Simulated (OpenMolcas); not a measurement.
# C3H4O (cyclopropanone): the dipole moment, rung by rung

The species is C3H4O (8 atoms), meant as a singlet with charge 0. As SMILES, `O=C1CC1`. The shape is that of a PBE0-D4/def2-TZVP optimisation.

Each level gives the dipole moment (D). The values are calculated.

**What was measured.** NIST CCCBDB gives the dipole moment of the gas as 2.67 D.

| level | kind | program | value (D) | computed − measured |
| --- | --- | --- | --- | --- |
| HF/6-311+G** | Hartree–Fock | OpenMolcas | 3.45 | +0.78 |
| SVWN5/6-311+G** | LDA | OpenMolcas | 2.99 | +0.32 |
| BLYP/6-311+G** | GGA | OpenMolcas | 2.91 | +0.24 |
| PBE/6-311+G** | GGA | OpenMolcas | 2.88 | +0.21 |
| revPBE/6-311+G** | GGA | OpenMolcas | 2.85 | +0.18 |
| B3LYP/6-311+G** | global hybrid | OpenMolcas | 3.04 | +0.37 |
| BHLYP/6-311+G** | global hybrid | OpenMolcas | 3.22 | +0.55 |
| PBE0/6-311+G** | global hybrid | OpenMolcas | 3.04 | +0.37 |

Nearest: revPBE/6-311+G** (+0.18 D); farthest: HF/6-311+G** (+0.78 D). The measured dipole is a vibrational average, so differences of a few hundredths of a debye mean little. Computed less measured by kind, in D (6-311+G** rows): Hartree–Fock +0.78; LDA +0.32; GGA +0.18 to +0.24; global hybrid +0.37 to +0.55.
